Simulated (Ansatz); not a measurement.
**Worked example: HF, triplet against HF, singlet**

Geometry (PBE0/def2-TZVP stationary point of a singlet), kept for both states (HF, singlet: Σ⁺; HF, triplet: Π):

| atom | x (Å) | y (Å) | z (Å) |
| --- | --- | --- | --- |
| F | 0.0000 | 0.0000 | 0.0000 |
| H | 0.0000 | 0.0000 | 0.9200 |

Basis cc-pVDZ; Ansatz 0.2.0. Correlated methods freeze the noble-gas cores. Prefix R: restricted or restricted open-shell reference; prefix U: unrestricted.

Full CI is exact within this basis and frozen core; it isn't the basis-set limit. The frozen core follows each run's orbitals, which can shift R against U totals by a few meV.

| level | E(HF, singlet) (hartree) | E(HF, triplet) (hartree) |
| --- | --- | --- |
| UHF | -100.019289 | -99.688163 |
| UMP2 | -100.221045 | -99.840437 |
| UCCSD(T) | -100.228156 | -99.854511 |
| PBE | -100.335278 | -99.962238 |
| B3LYP | -100.435501 | -100.063851 |
| full CI | -100.228652 | -99.854720 |

Problem. Give the vertical gap, HF triplet less HF singlet, at each level in eV (1 hartree = 27.2114 eV), and each error against full CI.

Solution. full CI: (-99.854720 − (-100.228652)) × 27.2114 = 10.175 eV (the reference)
B3LYP: (-100.063851 − (-100.435501)) × 27.2114 = 10.113 eV, error -0.062 eV
PBE: (-99.962238 − (-100.335278)) × 27.2114 = 10.151 eV, error -0.024 eV
UCCSD(T): (-99.854511 − (-100.228156)) × 27.2114 = 10.167 eV, error -0.008 eV
UMP2: (-99.840437 − (-100.221045)) × 27.2114 = 10.357 eV, error 0.182 eV
UHF: (-99.688163 − (-100.019289)) × 27.2114 = 9.010 eV, error -1.165 eV

Total energies of functionals can't be set beside those of wave-function methods, since they hold the core's correlation and their own absolute errors; only the differences compare.

In so small a basis the reference is far from its limit while semilocal and hybrid functionals are nearer theirs, so the functionals' errors here hold much of the reference's basis and frozen-core error, which can add to them or hide them.

Each level lands on the state that its own search finds. T1 diagnostics of restricted CCSD: 0.006 and 0.010.
